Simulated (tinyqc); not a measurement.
Worked calculation: CCSD on RHF in the sto-6g basis, frozen core, for H2O, spin multiplicity 1. One step of it, computed by the program tinyqc.

Question. Iteration 7 (converged): orbitals. Diagonalise F' = X^T F X, C = X C', fill 5 alpha and 5 beta electrons from the bottom; D = 2 C_occ C_occ^T. Each column has its largest component positive (the first on a tie).

converged F (hartree), lower triangle:
```
             1O 1s      1O 2s     1O 2px     1O 2py     1O 2pz      2H 1s      3H 1s
1O 1s   -20.504298
1O 2s    -4.963611  -2.331279
1O 2px    0.000000   0.000000  -0.394600
1O 2py    0.000000   0.000000   0.000000  -0.302240
1O 2pz   -0.027914  -0.111116   0.000000   0.000000  -0.336159
2H 1s    -1.102397  -0.951797   0.000000  -0.387999  -0.352997  -0.531972
3H 1s    -1.102397  -0.951797   0.000000   0.387999  -0.352997  -0.348268  -0.531972
```

X, lower triangle:
```
            1O 1s      1O 2s    1O 2px     1O 2py     1O 2pz      2H 1s     3H 1s
1O 1s    1.022721
1O 2s   -0.137118   1.220875
1O 2px   0.000000   0.000000  1.000000
1O 2py   0.000000   0.000000  0.000000   1.102620
1O 2pz  -0.008700   0.099775  0.000000   0.000000   1.049774
2H 1s    0.019414  -0.276756  0.000000  -0.216281  -0.138501   1.186544
3H 1s    0.019414  -0.276756  0.000000   0.216281  -0.138501  -0.079940  1.186544
```

Give: F' = X^T F X; orbital energies; coefficients C; D after iteration 7.

Answer.

F' = X^T F X (hartree), lower triangle:
```
          1        2        3        4        5        6       7
1  -20.1760
2   -2.5062  -1.2050
3    0.0000   0.0000  -0.3946
4    0.0000   0.0000   0.0000  -0.0145
5   -0.0466   0.1122   0.0000   0.0000  -0.1905
6   -0.1837  -0.4868   0.0000  -0.4557  -0.3219   0.0082
7   -0.1837  -0.4868   0.0000   0.4557  -0.3219  -0.0940  0.0082
```

orbital energies (hartree): MO1 -20.5074, MO2 -1.2574, MO3 -0.6033, MO4 -0.4527, MO5 -0.3946, MO6 0.5603, MO7 0.6910

coefficients C:
```
            MO1      MO2      MO3      MO4     MO5      MO6      MO7
1O 1s    0.9967  -0.2232   0.0000   0.0932  0.0000  -0.1170   0.0000
1O 2s    0.0155   0.8511   0.0000  -0.5185  0.0000   0.8240   0.0000
1O 2px   0.0000   0.0000   0.0000   0.0000  1.0000   0.0000   0.0000
1O 2py   0.0000   0.0000   0.6078   0.0000  0.0000   0.0000   0.9695
1O 2pz   0.0030   0.1167   0.0000   0.7725  0.0000   0.7349   0.0000
2H 1s   -0.0035   0.1517   0.4443   0.2916  0.0000  -0.7748  -0.8071
3H 1s   -0.0035   0.1517  -0.4443   0.2916  0.0000  -0.7748   0.8071
```

D after iteration 7, lower triangle:
```
          1O 1s    1O 2s  1O 2px   1O 2py  1O 2pz    2H 1s   3H 1s
1O 1s    2.1038
1O 2s   -0.4457   1.9870
1O 2px   0.0000   0.0000  2.0000
1O 2py   0.0000   0.0000  0.0000   0.7388
1O 2pz   0.0978  -0.6023  0.0000   0.0000  1.2207
2H 1s   -0.0203  -0.0443  0.0000   0.5401  0.4860   0.6110
3H 1s   -0.0203  -0.0443  0.0000  -0.5401  0.4860  -0.1787  0.6110
```
